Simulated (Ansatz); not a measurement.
Species: cyclopropane, C$_{3}$H$_{6}$, charge 0, multiplicity 1. 
Structure (B3LYP-D3(BJ)/def2-TZVP (Ansatz, an electronic-structure program) minimum search):
```
C
H 1 1.0816
H 1 1.0816 2 114.23
C 1 1.5034 2 118.05 3 -145.49
H 4 1.0816 1 118.05 2 0.00
H 4 1.0816 5 114.23 1 -145.49
C 1 1.5034 2 118.05 3 145.49
H 7 1.0816 1 118.05 2 -144.17
H 7 1.0816 8 114.23 1 -145.49
```
Charge 0, spin multiplicity 1.

Parts of the frozen-core correlation energy in aug-cc-pVDZ (Ansatz, hartree). Frozen orbitals: 3; correlated occupied orbitals by spin: 9 and 9; virtual: 111 and 111. Spin-orbit coupling is left out. Non-relativistic.

```json
[
 {"term": "reference (HF)", "value": "-117.07137"},
 {"term": "MP2 opposite-spin", "value": "-0.33651"},
 {"term": "MP2 same-spin", "value": "-0.10173"},
 {"term": "CCSD correlation", "value": "-0.47608"},
 {"term": "(T)", "value": "-0.01611"},
 {"term": "T1 diagnostic", "value": "0.008"},
 {"term": "largest doubles amplitude", "value": "0.036"}
]
```
